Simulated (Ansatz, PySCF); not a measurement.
Gas-phase enthalpy of formation at 298 K, by the atomisation route, of FCF (SMILES; CH2F2, difluoromethane). Geometries: B3LYP-D3(BJ)/def2-TZVP minima from Ansatz (an electronic-structure program). Correlated levels leave the core frozen unless marked. Open shells are spin-unrestricted. No spin-orbit coupling. No relativistic terms. CBS marks a two-point X^-3 extrapolation of the correlation energy; Hartree-Fock from the larger set. Thermal terms are rigid-rotor harmonic-oscillator values from B3LYP-D3(BJ) frequencies (PySCF) at 298.15 K and 1 atm. 1 Eh = 627.5095 kcal/mol.

| species | count | E, CCSD(T)/CBS(cc-pVTZ,cc-pVQZ) (Ansatz) (Eh) | E, PBE/def2-TZVPD (Ansatz) (Eh) | measured ΔHf at 0 K (kcal/mol) | H(298) - H(0) of the element (kcal/mol) |
|---|---|---|---|---|---|
| FCF | 1 | -238.81808 | -238.85406 | - | - |
| C atom | 1 | -37.78949 | -37.79605 | 169.98 | 0.25 |
| F atom | 2 | -99.66606 | -99.67049 | 18.47 | 1.05 |
| H atom | 2 | -0.49995 | -0.49962 | 51.63 | 1.01 |

Molecule: zero-point energy 20.48, H(298) - H(0) 2.56 kcal/mol. The route leaves out scalar relativity and anharmonic zero-point terms, the atoms' spin-orbit terms, and in the frozen-core level the core correlation. Atomic data: G2/97 table in ASE.

**Question.** Work out De, D0 and ΔHf at 0 and 298 K at both levels, and their errors against the measured value.

**Answer.** 
The atoms' values sum to 310.18 (0 K) and 4.37 (thermal), in kcal/mol.
- CCSD(T)/CBS(cc-pVTZ,cc-pVQZ): De = 437.10; D0 = 437.10 - 20.48 = 416.62; ΔHf(0 K) = 310.18 - 416.62 = -106.44; ΔHf(298 K) = -106.44 + 2.56 - 4.37 = -108.25; error -0.5.
- PBE/def2-TZVPD: De = 450.42; D0 = 450.42 - 20.48 = 429.94; ΔHf(0 K) = 310.18 - 429.94 = -119.76; ΔHf(298 K) = -119.76 + 2.56 - 4.37 = -121.57; error -13.8.
Measured: -107.8 kcal/mol (Active Thermochemical Tables 1.112 (ions: stationary electron), as tabulated in the package chemicals).
